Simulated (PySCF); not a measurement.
Problem. What does the GFN2-xTB structure of InChI=1S/C3H4S/c1-2-3-4/h2-3H,1H2 look like in three dimensions?

Solution. 
```
atom  x, y, z in Å
C1    -1.2572    0.1843   -0.0821
C2    -0.0996   -0.4477    0.1288
C3     1.1715    0.1863   -0.0345
S4     2.5927   -0.5667    0.2148
H5    -2.2060   -0.3080    0.0442
H6    -1.2845    1.2172   -0.3898
H7    -0.0790   -1.4840    0.4378
H8     1.1713    1.2280   -0.3438
```

Any rigid rotation of these coordinates is as good. Atoms count from 1 in this order. The 2 C–C bonds span 1.336 Å (C1=C2, drawn double) to 1.430 Å (C2–C3, drawn single), a spread of 0.094 Å. The 4 heavy atoms lie in one plane (0.001 Å rms). Of the pairs four or more bonds apart, H6···H8 is among the closest relative to their van der Waals radii: 2.46 Å, 102 % of the sum of Bondi's values.

Bonds between heavy atoms (Å): C1=C2 1.336, C2–C3 1.430, C3=S4 1.628.

Computed geometry: GFN2-xTB, gas phase.

Point group: Cs (every atom within 0.08 Å of its image). Whether it is a minimum is left open (no frequencies). The numbers are those of one conformer (C1–C2–C3–S4 180°).
